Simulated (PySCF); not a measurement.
C6H6.
Bonds: C1–C2 (aromatic), C2–C3 (aromatic), C3–C4 (aromatic), C4–C5 (aromatic), C5–C6 (aromatic), C1–C6 (aromatic). Hydrogens: H7 on C1; H8 on C2; H9 on C3; H10 on C4; H11 on C5; H12 on C6.

Method: PBE0-D3(BJ)/def2-SVP geometry optimisation, gas phase (PySCF); density fitting, grid level 1; the optimiser is geomeTRIC in internal coordinates, started from a GFN2-xTB structure.

Step 0: E = -6307.8789 eV
```
atom  x, y, z in Å  |  force x, y, z in eV/Å
C1      0.9553    1.0021   -0.0208    0.060   0.058   0.004
C2      1.3456   -0.3263   -0.0146    0.085  -0.025  -0.004
C3      0.3904   -1.3285    0.0033    0.027  -0.080   0.003
C4     -0.9551   -1.0023    0.0158   -0.060  -0.058  -0.002
C5     -1.3455    0.3262    0.0101   -0.082   0.025   0.004
C6     -0.3903    1.3283   -0.0076   -0.027   0.081  -0.004
H7      1.7008    1.7840   -0.0353    0.316   0.333  -0.005
H8      2.3956   -0.5808   -0.0238    0.447  -0.109  -0.005
H9      0.6952   -2.3652    0.0082    0.128  -0.440   0.001
H10    -1.7006   -1.7843    0.0298   -0.317  -0.334   0.006
H11    -2.3954    0.5812    0.0202   -0.447   0.106   0.004
H12    -0.6946    2.3650   -0.0113   -0.131   0.442  -0.003
```

Question: Estimate the geometry and energy of step 1. (The exact step hangs on the optimiser's Hessian estimate; all steps are aligned on step 0, rigid shifts and turns removed.)

Answer: E = -6307.9119 eV, largest force 0.071 eV/Å
```
atom  x, y, z in Å  |  force x, y, z in eV/Å
C1      0.9617    1.0087   -0.0204    0.049   0.052  -0.002
C2      1.3548   -0.3286   -0.0148    0.068  -0.017   0.000
C3      0.3931   -1.3374    0.0034    0.020  -0.067   0.000
C4     -0.9615   -1.0088    0.0160   -0.049  -0.051   0.002
C5     -1.3546    0.3285    0.0104   -0.068   0.016   0.000
C6     -0.3929    1.3373   -0.0079   -0.020   0.067   0.001
H7      1.7161    1.8004   -0.0348   -0.020  -0.022   0.001
H8      2.4177   -0.5862   -0.0246   -0.029   0.007   0.000
H9      0.7012   -2.3868    0.0080   -0.009   0.028   0.000
H10    -1.7159   -1.8005    0.0305    0.020   0.022  -0.001
H11    -2.4175    0.5861    0.0203    0.029  -0.007   0.000
H12    -0.7010    2.3867   -0.0123    0.009  -0.028   0.000
```

The energy changes by -0.0330 eV. The first-order estimate −F·Δx gives -0.0669 eV and the mean of the old and new forces, exact on a quadratic surface, -0.0334 eV. The step makes an angle of 12° with the force vector and moves no atom by more than 0.023 Å.

The cost below is that of the whole optimisation. Time: 8.7 s; peak memory 0.50 GiB. Hardware: one thread of an Arm Neoverse V1, on a shared host.
